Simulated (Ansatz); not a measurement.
Ideal-gas functions of C$_{2}$H$_{2}$O$_{2}$ (`O=C=CO`) at 600 K and 1 bar, from an Ansatz frequency run at PBE0-D4/def2-TZVP.

Molar mass 58.04 g/mol, point group C1 (symmetry number 1), electronic degeneracy 1, moments of inertia 10.128, 107.361, 116.033 u Å². Harmonic wavenumbers (cm⁻¹, unscaled): 220, 285, 529, 588, 700, 1055, 1191, 1266, 1450, 2240, 3194, 3819.

Use S(trans) = R[1.5 ln M + 2.5 ln T − 1.1517]; rotational temperatures θ = 24.2544 K / I; S(rot) = R[ln(√π/σ · √(T³/θAθBθC)) + 1.5]; for each mode x = 1.438777 ν̃/T, S = R[x/(eˣ − 1) − ln(1 − e⁻ˣ)] and H = RT x/(eˣ − 1); 1 cm⁻¹ = 0.0119627 kJ/mol; R = 8.31446 J/(mol·K).

**Question.** By hand: the entropy, in J/(mol·K).

**Answer.** Translation 174.0. Rotation: θ = 2.3948, 0.2259, 0.209 K, giving 106.1. Vibration, mode by mode: 13.73, 11.64, 6.87, 6.11, 4.92, 2.51, 1.94, 1.68, 1.18, 0.25, 0.03, 0.01, in all 50.9. Electronic 0.0. Sum 331.0 J/(mol·K).

**Question.** By hand: H − E and G − E in kJ/mol, counted from the electronic energy.

**Answer.** Zero-point energy ½ × 16537 × 0.0119627 = 98.9; thermal vibration 17.4; translation, rotation and pV give 4 RT = 20.0. H − E = 136.3 kJ/mol, and G − E = 136.3 − 600 × 331.0/1000 = -62.3 kJ/mol.

Vibration gives 15 % of the entropy. The sum counts one conformer and one mirror image; others add a mixing term.
